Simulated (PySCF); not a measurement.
pyrrole (C4H5N), SMILES c1cc[nH]c1.

Geometry optimised at B3LYP-D3(BJ)/def2-SVP.

These are TDDFT-PBE/def2-SVPD (PySCF 2.14.0) values and carry that method's errors.

Vertical excitations. The molecule is in vacuum. State labels are in the subgroup C2v.

Computed UV-visible absorptions:
```csv
state,symmetry,energy (eV),λ (nm),f,main pairs
S1,A2,5.23,237,0.000,HOMO→LUMO+1 100 %
S2,B1,6.01,206,0.000,HOMO−1→LUMO+1 100 %
S3,A1,6.24,199,0.001,"HOMO−1→LUMO 55 %, HOMO→LUMO+2 43 %"
S4,A2,6.26,198,0.000,HOMO→LUMO+3 100 %
S5,B1,6.31,197,0.029,HOMO→LUMO+4 100 %
S6,B2,6.38,194,0.158,HOMO→LUMO 95 %
S7,A2,6.88,180,0.000,HOMO→LUMO+5 99 %
S8,B1,6.94,179,0.002,HOMO→LUMO+6 99 %
S9,B1,7.04,176,0.035,HOMO−1→LUMO+3 100 %
S10,A2,7.05,176,0.000,HOMO−1→LUMO+4 100 %
T1,B2,4.37,283,0,HOMO→LUMO 98 %
T2,A2,5.18,239,0,HOMO→LUMO+1 100 %
T3,A1,5.33,233,0,"HOMO−1→LUMO 70 %, HOMO→LUMO+2 30 %"
T4,A1,5.64,220,0,"HOMO→LUMO+2 69 %, HOMO−1→LUMO 30 %"
```
Triplets are in the Tamm–Dancoff approximation, which puts them higher than full response would, so one can lie above its singlet here.
